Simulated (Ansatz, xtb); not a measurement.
Two structures of CH6AlB

Structure X: a singlet given by its coordinates. Structure Y: `B[CH2][AlH2]`, a singlet. Both are isolated molecules in the gas phase, relaxed with PBE0-D4/def2-TZVP; the shapes shown needn't be the lowest conformers.

X (Å):

```xyz
9

C    -2.8781   -1.1518   -0.1651
Al   -1.0081   -0.6770   -0.4784
B     0.8248   -1.0769   -1.2347
H     0.1438   -2.0831   -1.5412
H     1.6452   -1.3166   -0.3924
H     1.0985   -0.4013   -2.1883
H    -3.4127   -0.3755    0.3892
H    -3.4024   -1.3073   -1.1139
H    -2.9506   -2.0824    0.4076
```

Close contacts (Å): C1–Al2 1.95, Al2–B3 2.02, C1–H7 1.09, C1–H8 1.10, C1–H9 1.10, Al2–H4 2.11, B3–H4 1.25, B3–H5 1.20, B3–H6 1.20.

Y (Å):

```xyz
9

C    -0.6837   -0.5022   -0.5456
Al   -2.4666   -1.3387   -0.3048
B     0.1018   -1.5572   -1.2861
H     0.0713   -1.6165   -2.4847
H     0.6927   -2.4143   -0.6887
H    -0.9391    0.4049   -1.1023
H    -0.3899   -0.3025    0.4896
H    -3.5903   -1.0959   -1.3939
H    -2.7685   -2.1517    1.0202
```

Problem. Which of the two would you expect CCSD(T)/def2-TZVP electronic energies to favour?

Solution. Structure Y; the calculation gives E(Y) − E(X) = −9.0 kcal/mol.

How the difference moves with the method:

```
            level           geometry  E(Y) − E(X) (kcal/mol)  departure from the last row (kcal/mol)  job, with rough time for the two
PBE0-D4/def2-TZVP  PBE0-D4/def2-TZVP                      −4.6                                    +4.4             optimisation, 2.5 min
     HF/def2-TZVP  PBE0-D4/def2-TZVP                     −22.1                                   −13.0           part of the CCSD(T) run
    MP2/def2-TZVP  PBE0-D4/def2-TZVP                     −10.0                                    −1.0           part of the CCSD(T) run
CCSD(T)/def2-TZVP  PBE0-D4/def2-TZVP                      −9.0                                                        single point, 26 s
```

None of the levels shown reverses the order. The largest departure from CCSD(T)/def2-TZVP is that of HF/def2-TZVP, 13.0 kcal/mol. Levels run at GFN2-xTB geometries aren't shown.

With harmonic frequencies from PBE0-D4/def2-TZVP (ideal gas, rigid rotor, one conformer each, 298.15 K, 1 atm): on the last row, ΔE + ΔZPE = −10.7 kcal/mol. A mode under 50 cm⁻¹ makes harmonic enthalpies and free energies unreliable, so none is given.

The correlated steps freeze 7 core orbitals. Programs: Ansatz 0.2.0; the last row on 2 threads of Intel(R) Xeon(R) Processor @ 2.50GHz (Skylake/Cascade Lake) on a shared host.
